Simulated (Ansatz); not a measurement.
## Predicting a hybrid from its neighbours: MgCl2

MgCl2 has 3 atoms, charge 0, and is taken as a singlet. SMILES: `[Cl][Mg][Cl]`. The coordinates come from a PBE0-D4/def2-TZVP relaxation.

The HOMO–LUMO gap y, in eV, basis cc-pVTZ; a is the functional's share of exact exchange. Programs: Ansatz 0.2.0.

```
functional  program     a  y (eV)
      BLYP   Ansatz     0    4.96
    revPBE   Ansatz     0    5.22
     B3LYP   Ansatz   0.2    6.64
      PBE0   Ansatz  0.25    7.24
   r2SCAN0   Ansatz  0.25       ?
     BHLYP   Ansatz   0.5    9.02
```

Q: Fit y = c + s·a to the known rows and predict r2SCAN0.

A: 
1. Means of the 5 rows: a = 0.1900, y = 6.616.
2. Σ(Δa)² = 0.172, Σ(Δa·Δy) = 1.3628, so the slope is 1.3628/0.172 = 7.9233.
3. Intercept: 6.616 − (7.9233) × 0.1900 = 5.111. The largest residual of the fit is 0.15.
4. r2SCAN0: 5.111 + (7.9233) × 0.25 = 7.09 eV.

The run gave 7.77 eV, so the prediction is off by -0.68 eV, more than the scatter of the fit. Exact exchange lowers occupied levels and raises empty ones. The rows mix families of semi-local functionals, which the line can't see.
